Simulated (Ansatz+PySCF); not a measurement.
The numbers below are computed, except where a source is named.
## Ansatz (development build ahead of 0.2.0) run

```yaml
crystal:
  periodic: [false, false, false]
  atoms:
    - { symbol: "N", position_ang: [0.0, 0.0, -0.13085] }
    - { symbol: H, position_ang: [0.0, 0.0, 0.91593] }
    - { symbol: H, position_ang: [30.0, 0.0, -2.98146] }
    - { symbol: F, position_ang: [30.0, 0.0, 0.33127] }
basis:
  gaussian: { orbitals: "6-31G" }
magnetization:
  spin_polarized: true
  initial_magnetization: 2
hamiltonian:
  xc: hf
correlation:
  method: mp2
  frozen_orbitals: { F: 1, H: 0, "N": 1 }
output:
  forces: true
```

The input is written out in the form of the current development build from the run's settings.

Output:

```json
{"Converged": "yes", "Reference energy": "-154.80197 hartree", "Correlation energy": "-0.13537 hartree", "Total energy": "-154.93734 hartree", "Spin squared of the determinant": "3.014", "Stability test": "minimum"}
```

Forces (eV/Å):
| atom | Fx | Fy | Fz |
| --- | --- | --- | --- |
| N1 | 0.000 | 0.000 | -0.153 |
| H2 | 0.000 | 0.000 | 0.153 |
| H3 | 0.000 | 0.000 | 0.009 |
| F4 | 0.000 | 0.000 | -0.009 |

Caution: the unrestricted determinant is a mixture of spin states.
